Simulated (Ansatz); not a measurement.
Consider the isomerisation: `C1NCN1` → `CNC=N`.

Isolated molecules relaxed with PBE0-D4/def2-TZVP in Ansatz; ΔE leaves out vibrations. CCSD(T)/CBS is the MP2 limit (def2-TZVPP, def2-QZVPP) plus CCSD(T) − MP2 in def2-TZVPP, frozen cores. DFT in def2-TZVPP. B3LYP here is the variant with VWN-RPA as its local correlation; programs differ in this. HSE06 is defined as in plane-wave codes. Each species was taken in one conformer, which may not be the lowest.

```csv
level,ΔE (kJ/mol),difference from CCSD(T)/CBS
PBE-D4,-120.7,-7.9
revPBE-D4,-118.9,-6.1
r2SCAN-D4,-126.6,-13.8
B97M-V,-121.9,-9.1
PBE0-D4,-109.4,3.4
B3LYP-D4,-130.5,-17.7
r2SCANh-D4,-122.3,-9.5
r2SCAN0-D4,-116.0,-3.2
HSE06-D4,-109.3,3.5
BHLYP-D4,-120.8,-8.0
CAM-B3LYP-D4,-121.8,-9.0
ωB97X-V,-105.1,7.7
ωB97M-V,-111.4,1.4
B2PLYP,-126.1,-13.3
PBE-QIDH,-104.8,8.0
PBE,-121.0,-8.2
revPBE,-122.9,-10.1
BLYP,-141.8,-29.0
r2SCAN,-126.6,-13.8
PBE0,-109.5,3.3
B3LYP,-131.2,-18.4
r2SCAN0,-115.9,-3.1
HSE06,-109.4,3.4
BHLYP,-121.0,-8.2
CAM-B3LYP,-121.8,-9.0
LC-ωPBE,-97.0,15.8
RPA@PBE/def2-TZVPP,-105.2,7.6
HF/def2-SVP,-117.7,-4.9
CCSD/def2-SVP,-111.4,1.4
CCSD(T)/def2-SVP,-115.0,-2.2
HF/def2-TZVPP,-119.2,-6.4
MP2/def2-TZVPP,-112.8,0.0
CCSD/def2-TZVPP,-108.7,4.1
CCSD(T)/def2-TZVPP,-111.9,0.9
HF/def2-QZVPP,-119.6,-6.8
MP2/def2-QZVPP,-113.5,-0.7
SCS-MP2/def2-QZVPP,-111.9,0.9
HF/CBS(def2),-119.7,-6.9
MP2/CBS(def2),-113.7,-0.9
CCSD/CBS(def2),-109.6,3.2
CCSD(T)/CBS,-112.8,0
```

Largest T1 diagnostic among the species: 0.013.

Leaving LDA and LC-ωPBE aside and taking each functional with its dispersion term where it has one, the values, not all of them listed here, spread over 35.7 kJ/mol, from BLYP-D4 to PBE-QIDH. LDA lies +9.0 kJ/mol from PBE without D4. From PBE to PBE0 (25 % exact exchange), in def2-TZVPP and without D4, ΔE moves by +11.5 kJ/mol.
